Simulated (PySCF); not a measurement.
# CS: a composite coupled-cluster calculation

State: ¹Σ⁺, singlet, closed shell. De refers to C + S. RHF-based CCSD(T) in PySCF 2.14 with C cc-pVTZ, S cc-pV(T+d)Z and C cc-pVQZ, S cc-pV(Q+d)Z (frozen core orbitals: 6; no relativity). Correlation energies are extrapolated as n⁻³ (n = 3, 4), Hartree–Fock as (n+1)·exp(−9√n). CV is the change on freezing 1 orbitals instead, in C cc-pwCVTZ, S cc-pwCVTZ. SR is the spin-free X2C energy in C cc-pVTZ-DK, S cc-pVTZ-DK less the non-relativistic one in C cc-pVTZ, S cc-pVTZ.

```
            Level  Re (Å)  ωe (cm⁻¹)  ωexe (cm⁻¹)  αe (cm⁻¹)  De (eV)
       CCSD(T)/TZ  1.5466     1272.4         6.36    0.00578    7.089
       CCSD(T)/QZ  1.5415     1281.2         6.34    0.00579    7.271
           HF/CBS  1.5097     1424.7         5.43    0.00501    4.238
          MP2/CBS  1.5340     1310.1         5.48    0.00550    7.758
         CCSD/CBS  1.5275     1341.8         5.70    0.00536    6.974
      CCSD(T)/CBS  1.5391     1287.0         6.31    0.00578    7.393
   CCSD(T)/CBS+CV  1.5356     1293.1         6.34    0.00581    7.431
CCSD(T)/CBS+CV+SR  1.5351     1291.9         6.34    0.00582    7.424
```

Question: How much is left between CCSD(T)/QZ and the basis-set limit, and how much do the triples give at the limit?

Answer: CCSD(T)/CBS less CCSD(T)/QZ: -2.4 mÅ in Re, +5.8 cm⁻¹ in ωe and +0.122 eV in De. CCSD(T)/CBS less CCSD/CBS: +11.6 mÅ in Re, -54.8 cm⁻¹ in ωe and +0.419 eV in De.

Question: What do the later terms add?

Answer: CV: -3.5 mÅ in Re, +6.1 cm⁻¹ in ωe and +0.038 eV in De; SR: -0.5 mÅ in Re, -1.2 cm⁻¹ in ωe and -0.007 eV in De, each against the row above.

Measured (Huber and Herzberg, Constants of Diatomic Molecules (1979)): Re = 1.534941 Å, ωe = 1285.08 cm⁻¹, ωexe = 6.46 cm⁻¹. The last row is off by 0.1 mÅ and 6.8 cm⁻¹.

The T1 diagnostic is 0.025, large enough to doubt a single reference. The open-shell atoms are computed with UHF. Spin–orbit coupling, excitations beyond (T) and corrections to the Born–Oppenheimer picture are left out.
